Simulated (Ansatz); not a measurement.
# H₃OPSi: small, medium and large basis sets

The task here is to estimate one member of a computed series from the others.

Program: Ansatz 0.2.0, Gaussian basis. Level of theory: one geometry, several basis sets. These are calculated values, not measurements.

Plan: PBE0-D4/def2-SVP; ωB97M-V/def2-SVP; PBE0-D4/def2-QZVPP; ωB97M-V/def2-QZVPP; the functionals' def2-TZVPP values are taken from earlier runs.

## Structure used throughout

All runs share one geometry, relaxed beforehand with PBE0-D4 in a triple-zeta def2 set.

SMILES `O1[SiH2]P1`, 6 atoms, charge 0, spin multiplicity 1.

Atoms are counted from 1 here; the program's logs count them from 0.

Bond lengths: O1–Si2 1.670 Å, O1–P3 1.734 Å, Si2–P3 2.153 Å, Si2–H4 1.478 Å, Si2–H5 1.479 Å, P3–H6 1.434 Å. Angles: Si2–O1–P3 78.4°, O1–Si2–P3 52.1°, O1–Si2–H4 115.4°, O1–Si2–H5 115.1°, P3–Si2–H4 121.9°, P3–Si2–H5 123.0°, H4–Si2–H5 113.2°, O1–P3–Si2 49.5°, O1–P3–H6 98.4°, Si2–P3–H6 94.4°.

Coordinates:

```
O     0.8205   -0.9699    0.1773
Si   -0.2838   -0.0204   -0.6400
P    -0.1323   -0.3436    1.4830
H    -1.2585   -0.7550   -1.4742
H     0.2874    1.1643   -1.3166
H     0.6086    0.8604    1.7244
```

Set-up of the first run:

File in.yaml:

```yaml
crystal:
  periodic: [false, false, false]
  atoms:
    - {symbol: O, position_ang: [0.820512, -0.969898, 0.177253]}
    - {symbol: Si, position_ang: [-0.283767, -0.020402, -0.640027]}
    - {symbol: P, position_ang: [-0.132270, -0.343557, 1.483008]}
    - {symbol: H, position_ang: [-1.258480, -0.755030, -1.474240]}
    - {symbol: H, position_ang: [0.287417, 1.164347, -1.316615]}
    - {symbol: H, position_ang: [0.608588, 0.860441, 1.724419]}
basis:
  gaussian: {orbitals: def2-SVP}
hamiltonian: {xc: pbe0, dispersion: d4}
output: {orbitals: {seedname: orbitals}}
```

The run is started by

```sh
$ ansatz run in.yaml --threads 2 --pin off --events-out ev --progress --plain --max-ram 4352MiB
```

Steps of the session up to this table: PBE0-D4 in def2-SVP; ωB97M-V in def2-SVP; PBE0-D4 in def2-QZVPP; ωB97M-V in def2-QZVPP.

One of the session's tables, all rows but one given; the rest of the session is left out.

It belongs to the step «Density functionals: the series». 

| functional | basis | HOMO (eV) |
| --- | --- | --- |
| PBE0-D4 | def2-SVP | -7.24 |
| PBE0-D4 | def2-TZVPP | -7.25 |
| PBE0-D4 | def2-QZVPP | -7.28 |
| ωB97M-V | def2-SVP | ? |
| ωB97M-V | def2-TZVPP | -9.30 |
| ωB97M-V | def2-QZVPP | -9.33 |

Q: Estimate the row for ωB97M-V, def2-SVP from the others.

**Answer.** HOMO (eV): -9.26. In the column «HOMO (eV)» it lies between ωB97M-V, def2-TZVPP (-9.30) and PBE0-D4, def2-QZVPP (-7.28).
